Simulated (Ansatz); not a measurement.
What does this script print? It uses the Ansatz DFT code, driven from Python.

Script `run_md.py`:
```python
# -*- coding: utf-8 -*-
"""Molecular dynamics of one CH5AlS molecule."""

import ansatz
import numpy as np

BASIS_SET = "6-31G"
XC = "pbe0"
N_STEPS = 20
TEMPERATURE_K = 200


def main():
    geometry = (
        ansatz.Crystal.molecule()
        .atom("C", [-0.6878, 0.9308, -0.4191])
        .atom("Al", [0.8014, -0.1651, 0.1094])
        .atom("S", [0.5023, -1.7408, 1.6989])
        .atom("H", [-0.4185, 2.0522, -0.2464])
        .atom("H", [-1.6286, 0.683, 0.1425])
        .atom("H", [-0.9434, 0.8437, -1.512])
        .atom("H", [2.2542, 0.0368, -0.5843])
        .atom("H", [0.2125, -2.6977, 0.7552])
    )

    setup = (
        geometry.calculation()
        .basis(gaussian=BASIS_SET)  # atom-centred Gaussian functions
        .functional(XC)
    )
    symbols = [site.symbol for site in geometry.cartesian_sites]
    start = np.array([site.position_ang for site in geometry.cartesian_sites], dtype=float)
    rep = setup.relax(force_tolerance=0.02).run(threads=1, backend="cpu").report
    end = np.array(rep["positions_ang"])
    minimum = ansatz.Crystal.molecule()
    for symbol, place in zip(symbols, end):
        minimum = minimum.atom(symbol, place.tolist())

    # dynamics from the relaxed geometry
    setup = (
        minimum.calculation()
        .basis(gaussian=BASIS_SET)
        .functional(XC)
        .md("nve", timestep=0.5, steps=N_STEPS, temperature=TEMPERATURE_K, initial_velocities="maxwell_boltzmann", seed=43)
    )
    frames = []
    res = setup.session().plan().execute(on_event=lambda e: frames.append(e["data"]) if e["event"] == "md_step" else None)
    print("t (fs)   E_pot (eV)      E_kin (eV)   T (K)   d(0-1) (A)")
    for f in frames[::2]:
        xyz = np.array(f["positions_ang"])
        print(f"{f['time_fs']:6.2f} {f['lagrangian_ev']:14.5f} {f['e_kin_ev']:10.5f} {f['temperature_k']:8.1f} {np.linalg.norm(xyz[0] - xyz[1]):9.4f}")
    kept = np.array([f["conserved_ev"] for f in frames])
    print(f"conserved energy moves by at most {1000 * np.ptp(kept):.3f} meV")
    symbols = [site.symbol for site in geometry.cartesian_sites]
    with open("last_frame.xyz", "w") as handle:
        handle.write(f"{len(symbols)}\nt = {frames[-1]['time_fs']} fs\n")
        handle.writelines("{:2s} {:10.5f} {:10.5f} {:10.5f}\n".format(s, *xyz) for s, xyz in zip(symbols, frames[-1]["positions_ang"]))


if __name__ == "__main__":
    main()
```

```console
$ python run_md.py
t (fs)   E_pot (eV)      E_kin (eV)   T (K)   d(0-1) (A)
  0.00   -18541.35765    0.15511    200.0    1.9621
  1.00   -18541.34590    0.14358    185.1    1.9599
  2.00   -18541.32252    0.12055    155.4    1.9576
  3.00   -18541.30798    0.10611    136.8    1.9555
  4.00   -18541.30838    0.10628    137.0    1.9533
  5.00   -18541.31058    0.10821    139.5    1.9513
  6.00   -18541.29890    0.09654    124.5    1.9494
  7.00   -18541.27480    0.07277     93.8    1.9475
  8.00   -18541.25738    0.05558     71.7    1.9455
  9.00   -18541.25926    0.05725     73.8    1.9434
 10.00   -18541.26924    0.06692     86.3    1.9413
conserved energy moves by at most 0.731 meV
```

It writes `last_frame.xyz`:
```text
8
t = 10.0 fs
C    -0.70690    1.11725   -0.42346
Al    0.58259   -0.29462   -0.08814
S    -0.00250   -1.93561    1.33528
H    -0.41599    2.12490   -0.15037
H    -1.62415    0.82430    0.10016
H    -0.92817    1.11016   -1.50710
H     2.15325   -0.29013   -0.44321
H     1.11650   -2.69283    1.32123
```

Reading the output:
- Total energies depend on the basis set; only differences at equal settings carry meaning.
- The trajectory is only some femtoseconds long, so its temperature is not equilibrated; where the script doesn't relax first, it starts from a rough generated geometry.
- The temperature counts the internal degrees of freedom alone.
- The whole script took 67 s on 1 thread of Arm Neoverse V1, with other jobs on the host, peak memory 0.2 GiB.
